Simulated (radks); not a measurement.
# O³⁺ in [He] 2s2 2p0.5 3p0.5: an all-electron calculation

What are the levels of the oxygen ion O3+, how large are its shells, and how does its energy divide?

Program: radks (a radial shooting solver on a logarithmic mesh, Libxc functionals) version 1. Level of theory: non-relativistic Kohn-Sham, PBE, spin-polarised, spherical densities, point nucleus; open shells are filled with parallel spins first. These are calculated values, not measurements, unless marked.

## (1) The atom as given

| Quantity | Value |
| --- | --- |
| element | oxygen (Z = 8) |
| charge | +3 |
| electrons | 5 |
| configuration | [He] 2s2 2p0.5 3p0.5 |

## (2) The run

Input:

```text
Z 8
configuration [He] 2s2 2p0.5 3p0.5
relativity non-relativistic
functional pbe,pbe
spin polarised
nucleus point
```

Launch:

```console
$ python run_ks.py task.json out
```

This one command runs every case of the session in turn.

**Question.** What will this run give?

**Answer**, as computed:

```
                        quantity                   value
                    total energy       -70.30488 hartree
exchange-correlation share of it                  9.16 %
                            −T/E                  0.9985
          highest occupied level       3p up, -24.049 eV
    most extended occupied level  3p up, <r> = 2.69 bohr
 radius at density 0.001 e/bohr³               3.37 bohr
    maxima of the radial density                       2
```

3 principal shells are occupied and 2 maxima appear in the radial density; where shells overlap, one shows as a shoulder or not at all. The ratio −T/E is 0.9985; for a non-relativistic Coulomb system it is 1 up to the kinetic part of correlation. This is not the tabulated ground configuration, so its levels and sizes aren't those of the ground state, and no measured value stands beside it.
